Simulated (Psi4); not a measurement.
# [BCl2]+ (SMILES Cl[B+]Cl): FNO-CCSD/def2-SVPD (density fitting, density fitting for correlation)

What is the energy difference between two shapes of [BCl2]+ at FNO-CCSD/def2-SVPD (density fitting, density fitting for correlation)? 

Program for the calculation: Psi4 1.11.

3 further runs of the same task are left out: 2 that didn't finish, 1 set aside as unsound or not needed.

## Step 1: The structure to begin with

[BCl2]+: 3 atoms, total charge +1, spin state singlet. As SMILES, `Cl[B+]Cl`. The shape is that of a GFN2-xTB optimisation.

Bond lengths: Cl1–B2 1.572 Å, B2–Cl3 1.572 Å. Angles: Cl1–B2–Cl3 179.8°.

## Step 2: A single-point energy at FNO-CCSD/def2-SVPD (density fitting, density fitting for correlation)

Input file bcl2.in:

```
memory 1.6 GB

molecule molecule1 {
  1 1
  Cl    -1.238380     0.766480    -0.591300
  B      0.000740     0.001360     0.000550
  Cl     1.237640    -0.767840     0.590740
  symmetry c1
}

set basis def2-SVPD
set scf_type df
set freeze_core true
set cc_type df

result, w = energy("fno-ccsd", return_wfn=True)
```

The run is started by

```
$ psi4 -i bcl2.in -o bcl2.out -n 1
```

bcl2.out:

```text
[...]
  Running in c1 symmetry.
[...]
  Nuclear repulsion =  105.883521863230627
[...]
  Multiplicity = 1
[...]
  Nalpha       = 19
  Nbeta        = 19
[...]
    Number of basis functions: 74
[...]
   @DF-RHF iter   1:  -943.09760804297673    4.23086e-01   3.02363e-03 ADIIS/DIIS
[...]
   @DF-RHF iter   9:  -943.13306499039084   -4.32010e-12   3.21467e-09 DIIS
[...]
    Orbital Energies [Eh]
    ---------------------
    Doubly Occupied:
       1A   -105.116714     2A   -105.116584     3A    -10.878730
       4A    -10.878646     5A     -8.353551     6A     -8.353459
       7A     -8.350020     8A     -8.350020     9A     -8.349937
      10A     -8.349937    11A     -8.041975    12A     -1.453514
      13A     -1.433340    14A     -0.948873    15A     -0.901734
      16A     -0.818200    17A     -0.818200    18A     -0.749917
      19A     -0.749917
[...]
  @DF-RHF Final Energy:  -943.13306499039084
   => Energetics <=
    Nuclear Repulsion Energy =            105.8835218632306265
    One-Electron Energy =               -1502.0066391440991538
    Two-Electron Energy =                 452.9900522904777063
    Total Energy =                       -943.1330649903907215
[...]
 Multipole Moments:
 ------------------------------------------------------------------------------------
     Multipole            Electronic (a.u.)      Nuclear  (a.u.)        Total (a.u.)
 ------------------------------------------------------------------------------------
 L = 1.  Multiply by 2.5417464519 to convert [e a0] to [Debye]
 Dipole X            :          0.0028050           -0.0007888            0.0020162
 Dipole Y            :          0.0026950           -0.0011783            0.0015166
 Dipole Z            :          0.0000000           -0.0000000            0.0000000
 Magnitude           :                                                    0.0025230
[...]
      * MP2 total energy:                  -943.486608069730
[...]
      * CCSD total energy:                 -943.511700679023
[...]
```

Wall time 2.9 s (1 thread of Intel Xeon 6975P-C (Granite Rapids), shared host); peak memory 0.22 GiB.

## Step 3: The distorted shape, same level

Input file bcl2.xyz:

```xyz
3
BCl2
Cl    -1.302538     0.649268    -0.670919
B      0.212216    -0.195414     0.121117
Cl     1.102810    -0.717594     0.720268
```

Input file bcl2_ase.py:

```python
import numpy as np
from ase.calculators.psi4 import Psi4
from ase.io import read

atoms = read('bcl2.xyz')
calc = Psi4(atoms=atoms, method='fno-ccsd', basis='def2-SVPD', memory='1600MB', num_threads=1, charge=1, multiplicity=1, label='bcl2', reference='rhf')
calc.psi4.set_options({'scf_type': 'df', 'freeze_core': True, 'cc_type': 'df'})
atoms.calc = calc

print(f'energy: {atoms.get_potential_energy():.6f} eV')
```

The run is started by

```
$ python bcl2_ase.py
```

bcl2.dat:

```text
[...]
  Running in c1 symmetry.
[...]
  Nuclear repulsion =  110.659775811397964
[...]
  Multiplicity = 1
[...]
  Nalpha       = 19
  Nbeta        = 19
[...]
    Number of basis functions: 74
[...]
   @DF-RHF iter   1:  -942.76268226231150    9.27938e-01   3.11226e-03 ADIIS/DIIS
[...]
   @DF-RHF iter  11:  -942.80466236868858   -2.27374e-12   3.48310e-09 DIIS
[...]
    Orbital Energies [Eh]
    ---------------------
    Doubly Occupied:
       1A   -105.166575     2A   -105.054875     3A    -10.959792
       4A    -10.809444     5A     -8.438710     6A     -8.425621
       7A     -8.425619     8A     -8.284037     9A     -8.280860
      10A     -8.280860    11A     -8.037371    12A     -1.608114
      13A     -1.313308    14A     -1.012564    15A     -0.928595
      16A     -0.928515    17A     -0.810323    18A     -0.688984
      19A     -0.688958
[...]
  @DF-RHF Final Energy:  -942.80466236868858
   => Energetics <=
    Nuclear Repulsion Energy =            110.6597758113979637
    One-Electron Energy =               -1510.6426266137129915
    Two-Electron Energy =                 457.1781884336263033
    Total Energy =                       -942.8046623686886960
[...]
 Multipole Moments:
 ------------------------------------------------------------------------------------
     Multipole            Electronic (a.u.)      Nuclear  (a.u.)        Total (a.u.)
 ------------------------------------------------------------------------------------
 L = 1.  Multiply by 2.5417464519 to convert [e a0] to [Debye]
 Dipole X            :          1.5658539           -0.1794282            1.3864257
 Dipole Y            :         -0.8695819            0.0927101           -0.7768717
 Dipole Z            :          0.7999746           -0.0554489            0.7445257
 Magnitude           :                                                    1.7549999
[...]
      * MP2 total energy:                  -943.152000756316
[...]
      * CCSD total energy:                 -943.179974365689
[...]
```

The script printed:

```text
energy: -25665.234373 eV
```

Wall time 2.9 s (1 thread of Intel Xeon 6975P-C (Granite Rapids), shared host); peak memory 0.23 GiB.

## Step 4: Outcome

Level: FNO-CCSD/def2-SVPD (density fitting, density fitting for correlation), 11 core orbitals frozen.

```
                                                     quantity          value
                                    first shape: total energy  -943.51170 Eh
             first shape: HOMO energy (Hartree–Fock orbitals)      -20.41 eV
             first shape: LUMO energy (Hartree–Fock orbitals)       -4.23 eV
           first shape: HOMO–LUMO gap (Hartree–Fock orbitals)       16.18 eV
    first shape: correlation energy (11 core orbitals frozen)     -378.6 mEh
                                   first shape: T1 diagnostic          0.014
                                distorted shape: total energy  -943.17997 Eh
         distorted shape: HOMO energy (Hartree–Fock orbitals)      -18.75 eV
         distorted shape: LUMO energy (Hartree–Fock orbitals)       -4.00 eV
       distorted shape: HOMO–LUMO gap (Hartree–Fock orbitals)       14.75 eV
distorted shape: correlation energy (11 core orbitals frozen)     -375.3 mEh
                               distorted shape: T1 diagnostic          0.013
                       energy change with the atoms displaced       9.027 eV
```

With the atoms displaced the energy rises by 9.03 eV (871 kJ/mol). The first shape isn't relaxed at this level, so the change isn't measured from a minimum.
